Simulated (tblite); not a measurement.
Isomers of C4H9O2 (doublet state). Calculated harmonic vibrations of the isolated species, GFN2-xTB (tblite), most abundant isotopes, no scaling. This tight-binding method is rough: wavenumbers can miss measured ones by several per cent, in bad cases by 10 to 20. One conformer each. Open shells enter through the occupations alone, without spin polarisation, and single modes of such species can be off by tens of per cent.

Electronic energies: GFN2-xTB at the same geometries; isomer energies are rough at this level and their order can be wrong.

| SMILES | electronic energy, lowest = 0 (kcal/mol) |
| --- | --- |
| COCCC[O] | 12.4 |
| COC[C@H](C)[O] | 0.4 |
| CO[C@@H](C)C[O] | 0.0 |
| [CH2][C@@H](O)COC | 10.0 |
| [CH2]O[C@H](C)CO | 1.9 |

Question: How do GFN2-xTB zero-point energies change the relative energies?

Answer: 
| SMILES | ZPE (kcal/mol) | of it from modes above 1550 cm⁻¹ | electronic (kcal/mol) | with ZPE, lowest = 0 (kcal/mol) | lowest mode (cm⁻¹) | rings |
| --- | --- | --- | --- | --- | --- | --- |
| CO[C@@H](C)C[O] | 77.7 | 37.2 | 0.0 | 0.0 | 162 | 0 |
| COC[C@H](C)[O] | 77.9 | 37.6 | 0.4 | 0.6 | 100 | 0 |
| [CH2]O[C@H](C)CO | 77.1 | 39.6 | 1.9 | 1.4 | 89 | 0 |
| [CH2][C@@H](O)COC | 76.5 | 39.3 | 10.0 | 8.8 | 67 | 0 |
| COCCC[O] | 76.8 | 36.8 | 12.4 | 11.4 | 64 | 0 |

The zero-point energies span 1.4 kcal/mol, from `[CH2][C@@H](O)COC` to `COC[C@H](C)[O]`. The order is unchanged.

Question: What do entropy and thermal enthalpy add at 298.15 K and 1 bar (rigid rotor, harmonic oscillator, one conformer each)?

Answer: 
```
           SMILES  point group  symmetry number  S (cal/(mol K))  H − H(0) (kcal/mol)  ZPE + H − H(0) − TS (kcal/mol)
  CO[C@@H](C)C[O]           C1                1             81.9                 5.00                            58.3
   COC[C@H](C)[O]           C1                1             82.1                 4.99                            58.4
 [CH2]O[C@H](C)CO           C1                1             88.4                 5.83                            56.6
[CH2][C@@H](O)COC           C1                1             88.1                 5.77                            56.0
         COCCC[O]           C1                1             87.8                 5.46                            56.1
```

S holds R ln(2S + 1) for the spin.
